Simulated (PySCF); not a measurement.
An unknown is described by computed data only.

Formula: C5H10S.

- 13C NMR: chemical shifts (computed TMS as zero) by class: 35.8 (2 C), 31.6 (2 C), 30.3 (1 C) ppm [GIAO B97-2/pcSseg-2]
- NMR, other nuclei: isotropic shieldings of nuclei other than C and H, by class: 494 (1 S) ppm [GIAO B97-2/pcSseg-2]
- Dipole: 1.87 D [B97-2/pcSseg-2]
- 1H NMR: chemical shifts (computed TMS as zero) by class: 2.49 (4 H), 1.72 (4 H), 1.49 (2 H) ppm [GIAO B97-2/pcSseg-2]
- Rotational structure: rotational constants A, B, C: 3.997, 3.009, 1.914 GHz [PBE0-D3(BJ)/def2-SVP]

The electronic properties come from PySCF, for the isolated species, density fitting. Levels stand in brackets. Isolated species at its PBE0-D3(BJ)/def2-SVP geometry (one conformer only). NMR classes are plain means over equivalent atoms (diastereotopic ones count apart unless rotation or inversion swaps them), as if these changed places fast.

Problem. Propose a structure and show how it fits.

Solution. Numbering: `[CH2:1]1[CH2:2][CH2:3][S:4][CH2:5][CH2:6]1`. Its formula, C5H10S, gives 1 degree of unsaturation: 1 ring and 0 π bonds in the structure found. 5 carbons fall into 3 classes; from least to most shielded: ring sp3 carbon bound to sulfur [C3/C5] (35.8 ppm, 2 C), ring CH2 carbon [C2/C6] (31.6 ppm, 2 C), ring CH2 carbon [C1] (30.3 ppm). Hydrogen classes from least to most shielded: 4 H on 2 like atoms (sp3 carbon bound to sulfur), C3/C5 (2.49 ppm), 4 H on 2 ring CH2 carbons, C2/C6 (1.72 ppm), 2 H on a ring CH2 carbon, C1 (1.49 ppm). The other shieldings belong to: 494 ppm, sulfide sulfur [S4]. The optimised geometry has point group Cs and is an asymmetric top. Structure: `C1CCSCC1`. Computed isomers that give other values at the same levels: `C[C@@H]1CCCS1` (rotational constant A: 4.212 GHz; this holds for the one conformer computed); `CC(C)(C)C=S` (rotational constant A: 4.452 GHz; this holds for the one conformer computed); `CSC=C(C)C` (rotational constant A: 6.269 GHz; this holds for the one conformer computed). The assignments are read from this structure; whether some other isomer fits the data as well wasn't checked.
